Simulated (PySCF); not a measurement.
How far are cheaper levels from CCSD(T)/CBS for CH⁻?

PySCF; the state is a triplet (π ↑↑). The composite is CCSD(T) extrapolated to the basis-set limit from two correlation-consistent sets, with core-valence (CV) and scalar-relativistic (SR) terms as its label shows; it has no spin–orbit coupling and nothing beyond (T). Here it is CCSD(T)/CBS(TQ)+CV+SR. It gives Re = 1.134 Å, ωe = 2642 cm⁻¹ and De = 3.58 eV to H + C⁻.

```
  level           basis     relativity  Re (Å)  ωe (cm⁻¹)  De (eV)
    PBE     aug-pcseg-1  no relativity   1.157       2553     3.57
    PBE  aug-cc-pVDZ-DK  spin-free X2C   1.162       2530     3.55
 r²SCAN  aug-cc-pVDZ-DK  spin-free X2C   1.152       2582     3.49
 r²SCAN     def2-TZVPPD  no relativity   1.142       2571     3.64
  TPSSh  aug-cc-pVDZ-DK  spin-free X2C   1.153       2584     3.62
   PBE0     aug-pcseg-1  no relativity   1.145       2650     3.53
   PBE0     aug-cc-pVDZ  no relativity   1.150       2629     3.49
   PBE0  aug-cc-pVDZ-DK  spin-free X2C   1.150       2627     3.49
r²SCAN0     def2-TZVPPD  no relativity   1.134       2641     3.60
 B2PLYP     aug-pcseg-1  no relativity   1.142       2659     3.54
```

Q: Give the difference of each row from the composite.

A: 

| level | basis | ΔRe (pm) | Δωe (%) | ΔDe (eV) |
| --- | --- | --- | --- | --- |
| PBE | aug-pcseg-1 | +2.3 | -3.4 | -0.01 |
| PBE | aug-cc-pVDZ-DK | +2.8 | -4.2 | -0.03 |
| r²SCAN | aug-cc-pVDZ-DK | +1.8 | -2.3 | -0.09 |
| r²SCAN | def2-TZVPPD | +0.8 | -2.7 | +0.06 |
| TPSSh | aug-cc-pVDZ-DK | +1.9 | -2.2 | +0.04 |
| PBE0 | aug-pcseg-1 | +1.1 | +0.3 | -0.05 |
| PBE0 | aug-cc-pVDZ | +1.6 | -0.5 | -0.09 |
| PBE0 | aug-cc-pVDZ-DK | +1.6 | -0.6 | -0.09 |
| r²SCAN0 | def2-TZVPPD | +0.0 | -0.0 | +0.02 |
| B2PLYP | aug-pcseg-1 | +0.8 | +0.6 | -0.04 |

Q: Which rows come closest in De?

A: PBE in aug-pcseg-1 (-0.01 eV); r²SCAN0 in def2-TZVPPD (+0.02 eV), counted from the composite.

Correlated steps freeze 1 core orbital. For an ion De counts to the pair picked by the measured ionisation energies or electron affinities, which need not be the lowest pair at this level. The highest Kohn–Sham level is positive in some of these anions. Much of that is self-interaction error, but it also means that the finite basis helps to hold the extra electron. B2PLYP dipoles, levels and charges come from its SCF part alone. The state was picked by a PBE0 search and need not be the measured ground state.
